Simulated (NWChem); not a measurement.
dimethyl ether (C₂H₆O); SMILES COC

All runs: NWChem. Geometry: optimised at PBE0/def2-SVP.

For level PBE0/3-21G:

```
Property                     Value
---------------------------  -----
highest occupied level (eV)  -6.85
orbital gap (eV)             10.23
dipole (D)                    1.41
```

Q: What are these values for level PBE0/pcseg-2?

A: 
| Item | Value |
|---|---|
| highest occupied level (eV) | -7.46 |
| orbital gap (eV) | 8.16 |
| dipole (D) | 1.20 |
